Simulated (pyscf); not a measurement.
Single points on ωB97X-D3(BJ)/def2-SVP structures (PySCF, gas phase). Correlated levels are frozen-core, on RHF or UHF. ΔMP2 is the change of the MP2 total energy from the triple- to the quadruple-zeta basis.

### Question
H₃Si–AlH–AsH₂ → HAl=AsH + silane (SiH₄)
Surface: singlet. Broken: As–H, Al–Si. Formed: H–Si. Give ΔE‡ and ΔE from CCSD(T)/def2-TZVPP + ΔMP2(QZVPP), relative to the reactant's lowest minimum found.

### Answer
ΔE‡ = 44.7 kcal/mol, ΔE = +27.9 kcal/mol. Zero-point energy shifts the barrier by -0.9 kcal/mol. It is an elimination, with an imaginary mode of 1009i cm⁻¹. On the product side the descent ends in a complex (not fully relaxed), 5.9 kcal/mol under the separated species and 22.6 kcal/mol under the saddle at ωB97X-D3(BJ)/def2-TZVP. At the saddle there is also a short Al–H contact that neither side keeps. At ωB97X-D3(BJ)/def2-TZVP the barrier from the zero used here is 50.7 kcal/mol. HAl=AsH lies 6.8 kcal/mol over its isomer Al–AsH₂ [singlet] (electronic energy, ωB97M-D3(BJ)/def2-TZVP). One saddle was located; it need not be the lowest between these sides. The CCSD(T) − MP2 part came from Ansatz, without density fitting, on the same reference. The frozen core leaves the outer d or s,p core shells of the metals and heavy elements correlated in the MP2 and CC values, and def2-TZVPP describes them poorly, which can shift differences by a few kcal/mol. Elements up to Kr have no core potential and no relativistic terms here.
